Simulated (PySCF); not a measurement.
## Stretching PF

Set-up: P def2-TZVPPD, F def2-TZVPPD; no relativity (PySCF 2.14). Energies in eV from P + F in their ground configurations at the same level. State: ³Σ⁻ (triplet), unpaired electrons π ↑↑.

All columns are PBE0. A positive dipole means P(−)F(+).

```
R (Å)  E (eV)  μ (D)  Mulliken charge on P (basis-dependent)  HOMO (eV)  LUMO (eV)  Mayer bond order  ⟨S²⟩
1.374  -3.512   0.63                                    0.03      -6.18      -1.87              1.25  2.01
1.438  -4.192   0.22                                    0.08      -6.41      -2.07              1.19  2.01
1.502  -4.561  -0.18                                    0.14      -6.64      -2.27              1.13  2.01
1.550  -4.690  -0.48                                    0.18      -6.80      -2.41              1.09  2.01
1.598  -4.724  -0.77                                    0.22      -6.96      -2.55              1.06  2.01
1.646  -4.687  -1.06                                    0.25      -7.11      -2.69              1.02  2.01
1.710  -4.555  -1.44                                    0.29      -7.30      -2.86              0.98  2.01
1.790  -4.300  -1.90                                    0.33      -7.53      -3.06              0.94  2.01
1.886  -3.917  -2.43                                    0.38      -7.78      -3.28              0.90  2.01
2.014  -3.346  -3.08                                    0.43      -8.09      -3.55              0.84  2.01
```

A fit through these points gives, at Re = 1.595 Å, μ = -0.75 D and dμ/dR = -6.12 D/Å; the reduced mass is 11.78 u.

Task: How strong is the fundamental in the double-harmonic approximation, I = 42.26·(dμ/dR)²/μred km/mol?

Result: I = 42.26·(-6.12)²/11.78 = 134 km/mol at PBE0.

The state is the lowest determinant that a PBE0 search found; another state may lie lower at other levels.
